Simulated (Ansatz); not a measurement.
Born–Oppenheimer molecular dynamics of BFH$_{2}$O (5 atoms, charge 0, multiplicity 1). It starts from a relaxed structure.

Theory: RKS PBE0-D4/def2-SVP in Ansatz.

```
ensemble                      : NVE (velocity Verlet)
time step                     : 0.5 fs
steps asked                   : 100
starting velocities drawn for : 100 K
seed                          : 757282
```

First frame:

```xyz
5
Properties=species:S:1:pos:R:3
B 0.011 -0.068 -0.057
F -0.074 -0.147 1.269
H 1.057 0.225 -0.574
O -1.067 -0.315 -0.817
H -1.848 -0.541 -0.297
```

Task: How far do the bonds stretch over the last three quarters of this one trajectory? (Pairs bonded in most of those frames.)

Result: 
| bond | mean (Å) | spread (Å) | shortest | longest |
| --- | --- | --- | --- | --- |
| B1–F2 | 1.332 | 0.007 | 1.32 | 1.35 |
| B1–H3 | 1.205 | 0.023 | 1.17 | 1.24 |
| B1–O4 | 1.344 | 0.006 | 1.33 | 1.35 |
| O4–H5 | 0.965 | 0.007 | 0.95 | 0.98 |

Mean temperature of the second half: 52 K. The conserved energy stayed within 0.065 meV per atom of its start (net change 0.018 meV per atom), so the integration is sound. A run of 0.05 ps of so small a system gives no equilibrium averages.

Time of the run: 72 s on 1 thread of Arm Neoverse V2, with other jobs on the host, peak memory 0.091 GiB.
